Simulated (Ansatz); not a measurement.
# Structure relaxation of Be3Ag

Theory: DFT PBE, scalar-relativistic, plane waves, PAW (Ansatz 0.2.0). Cutoff 420 eV, Γ-centred k mesh, Gaussian smearing, no spin polarisation in the final step.

Be3Ag was placed on the Cu3Au (L1_2) structure type (Pm-3m, No. 221), with Ag in place of Au, Be in place of Cu, at a guessed volume.

```
CELL_PARAMETERS angstrom
3.45770 0.00000 0.00000
0.00000 3.45770 0.00000
0.00000 0.00000 3.45770
ATOMIC_POSITIONS crystal
Be 0.00000 0.50000 0.50000
Be 0.50000 0.00000 0.50000
Be 0.50000 0.50000 0.00000
Ag 0.00000 0.00000 0.00000
```

Steps on the 14×14×14 mesh (4 atoms). 3 of 4 steps are shown, and the free energy counts from the last. Trial steps that were taken back and renewals of the plane-wave basis can be among the rows.

```tsv
step	ΔF (meV/atom)	V (Å³/atom)	P (GPa)
1	2.7	10.33	3.35
2	0.1	10.59	0.13
4	0.0	10.60	0.00
```

A final relaxation ran on a 14×14×14 mesh. The relaxed crystal, Pm-3m (No. 221):

```
Be Ag
1.0
     3.48715    0.00000    0.00000
     0.00000    3.48715    0.00000
     0.00000    0.00000    3.48715
Be Ag
3 1
Direct
  0.00000 0.50000 0.50000
  0.50000 0.00000 0.50000
  0.50000 0.50000 0.00000
  0.00000 0.00000 0.00000
```

```
Volume per atom          : 10.60 Å³
Density                  : 5.28 g/cm³
Energy over the elements : 0.19 eV/atom
Gap on the 14×14×14 mesh : 0 eV (a metal)
```

Formation energies are uncorrected and refer to the elements' standard structures at the same level.

The final run used a 14×14×14 mesh on its 4-atom cell and 0.10 eV smearing. The k mesh leaves about 4 meV/atom of noise in metals.

A structure relaxed within its symmetry needn't be a true minimum.

Cost: 2 runs of about 0.33 core-minutes in all, on Arm Neoverse V1 (shared hosts).